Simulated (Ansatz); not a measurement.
# O₂F radical: a ladder of functionals and wavefunction methods

An exercise on one series of results from a longer session: the logs are not shown, and one member is left open.

Computed with Ansatz 0.2.0, Gaussian basis. Level: functionals in def2-TZVPP, the program's frozen cores in correlated methods.

Levels to be run: LDA (SPW92), PBE-D4, revPBE-D4, BLYP-D4, r2SCAN-D4, B97M-V, PBE0-D4, B3LYP-D4, r2SCANh-D4, r2SCAN0-D4, HSE06-D4, BHLYP-D4, CAM-B3LYP-D4, LC-ωPBE, ωB97X-V, ωB97M-V, B2PLYP, PBE-QIDH; CCSD(T)/def2-SVP; CCSD(T)/def2-TZVPP; CCSD(T)/def2-QZVPP; extrapolation to the limit; RPA on PBE.

## The geometry

The geometry comes from an earlier relaxation with PBE0-D4 in a triple-zeta def2 set; it is a stationary point.

SMILES `[O]OF`, 3 atoms, charge 0, spin multiplicity 2.

Atoms are counted from 1 here; the program's logs count them from 0.

Bond lengths: O1–O2 1.181 Å, O2–F3 1.574 Å. Angles: O1–O2–F3 111.0°.

The first run:

File in.yaml:

```yaml
crystal:
  periodic: [false, false, false]
  atoms:
    - {symbol: O, position_ang: [0.933479, -0.295662, 0.482260]}
    - {symbol: O, position_ang: [0.133499, 0.497850, 0.128053]}
    - {symbol: F, position_ang: [-1.066968, -0.202178, -0.610303]}
basis:
  gaussian: {orbitals: def2-TZVPP}
magnetization: {spin_polarized: true, initial_magnetization: 1}
hamiltonian: {xc: lda}
output: {orbitals: {seedname: orbitals}}
```

On the command line:

```bash
$ ansatz run in.yaml --threads 4 --pin off --events-out ev --progress --plain --max-ram 10444MiB
```

Among the steps run: LDA; PBE-D4 (GGA); revPBE-D4 (GGA); BLYP-D4 (GGA); r2SCAN-D4 (meta-GGA); B97M-V (meta-GGA); B3LYP-D4 (hybrid); r2SCANh-D4 (hybrid); r2SCAN0-D4 (hybrid); HSE06-D4 (hybrid); BHLYP-D4 (hybrid); CAM-B3LYP-D4 (range-separated); LC-ωPBE (range-separated); ωB97X-V (range-separated); ωB97M-V (range-separated); B2PLYP (double hybrid); PBE-QIDH (double hybrid).

One table of the session follows, with a row left open; its other results are not shown here.

It belongs to the step «Orbital energies across the functionals». 

| functional | HOMO (eV) | LUMO (eV) | gap (eV) |
| --- | --- | --- | --- |
| LDA (SPW92) | -7.41 | -5.98 | 1.43 |
| PBE-D4 | -7.29 | -5.52 | 1.78 |
| revPBE-D4 | -7.22 | -5.39 | 1.83 |
| BLYP-D4 | -7.29 | -5.51 | 1.78 |
| r2SCAN-D4 | -7.95 | -5.19 | 2.76 |
| B97M-V | -7.96 | -5.22 | 2.75 |
| PBE0-D4 | ? | ? | ? |
| B3LYP-D4 | -9.32 | -4.56 | 4.76 |
| r2SCANh-D4 | -8.82 | -4.61 | 4.20 |
| r2SCAN0-D4 | -10.06 | -3.65 | 6.41 |
| HSE06-D4 | -9.20 | -4.44 | 4.76 |
| BHLYP-D4 | -11.78 | -2.25 | 9.53 |
| CAM-B3LYP-D4 | -11.26 | -2.85 | 8.41 |
| LC-ωPBE | -12.51 | -1.42 | 11.10 |
| ωB97X-V | -12.14 | -1.56 | 10.57 |
| ωB97M-V | -12.00 | -1.66 | 10.34 |

Estimate the missing values for PBE0-D4.

**Answer.** HOMO (eV): -9.62; LUMO (eV): -4.04; gap (eV): 5.58. In the column «HOMO (eV)» it lies between r2SCAN0-D4 (-10.06) and B3LYP-D4 (-9.32).
